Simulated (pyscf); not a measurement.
H₃C–CH₃ (SMILES CC) + GaH (SMILES [GaH]) [singlet] → H₃C–GaH–CH₃ (SMILES [CH3][GaH][CH3]), an insertion (singlet surface; C–C broken, C–Ga, C–Ga formed). Single points on ωB97X-D3(BJ)/def2-SVP structures (PySCF, gas phase). MP2 and CC: frozen core, UHF for open shells. ΔMP2 is the change of the MP2 total energy from the triple- to the quadruple-zeta basis. Energies in kcal/mol from the separated reactants.

GFN2-xTB: tblite. 

Question: Quick GFN2-xTB single points give ΔE‡ = 84.0 kcal/mol and ΔE = +11.7 kcal/mol. What does CCSD(T)/def2-TZVPP + ΔMP2(QZVPP) give, and how far is the quick result from it?

Answer: CCSD(T)/def2-TZVPP + ΔMP2(QZVPP) gives ΔE‡ = 68.9 kcal/mol and ΔE = -23.8 kcal/mol. GFN2-xTB lies 15.1 kcal/mol over it in the barrier and 35.5 kcal/mol over it in the reaction energy, so on this step it does not hold to within 3.0 kcal/mol. CCSD(T)/def2-TZVPP + ΔMP2(QZVPP) has limits of its own. On the reactant side the descent ends in a complex, 4.0 kcal/mol under the separated species and 81.2 kcal/mol under the saddle at ωB97X-D3(BJ)/def2-TZVP. At ωB97X-D3(BJ)/def2-TZVP the barrier from the zero used here is 77.2 kcal/mol. From the product side, CH₃• + [H₃C–GaH]• lies, by one bond made or cut, 18.2 kcal/mol under this saddle at ωB97M-D3(BJ)/def2-TZVP. One saddle was located; it need not be the lowest between these sides. A restricted solution here is unstable towards spin polarisation, so biradical character is likely and single-reference numbers are less safe. The CCSD(T) − MP2 part came from Ansatz, without density fitting, on the same reference. The frozen core leaves the outer d or s,p core shells of the metals and heavy elements correlated in the MP2 and CC values, and def2-TZVPP describes them poorly, which can shift differences by a few kcal/mol. In the def2 sets elements up to Kr have no core potential.
